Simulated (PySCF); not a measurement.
carbon tetrachloride (CCl₄), SMILES ClC(Cl)(Cl)Cl.

Coordinates come from a PBE-D3(BJ)/def2-SVP optimisation.

Calculation: PySCF 2.14.0 with PBE-D3(BJ)/def2-SVP.

Frequencies are harmonic and unscaled.

Modes within 1.5 cm⁻¹ of each other (mostly degenerate sets) share a row, with their intensities summed.

```json
[
 {"mode": "1–2", "ν (cm⁻¹)": "207", "IR (km/mol)": "0.0", "moving atoms (share of kinetic energy)": "Cl 100 %"},
 {"mode": "3–5", "ν (cm⁻¹)": "305", "IR (km/mol)": "0.4", "moving atoms (share of kinetic energy)": "Cl 96 %"},
 {"mode": "6", "ν (cm⁻¹)": "448", "IR (km/mol)": "0.0", "moving atoms (share of kinetic energy)": "Cl 100 %"},
 {"mode": "7–9", "ν (cm⁻¹)": "730", "IR (km/mol)": "607.6", "moving atoms (share of kinetic energy)": "C 88 %, Cl 12 %"}
]
```
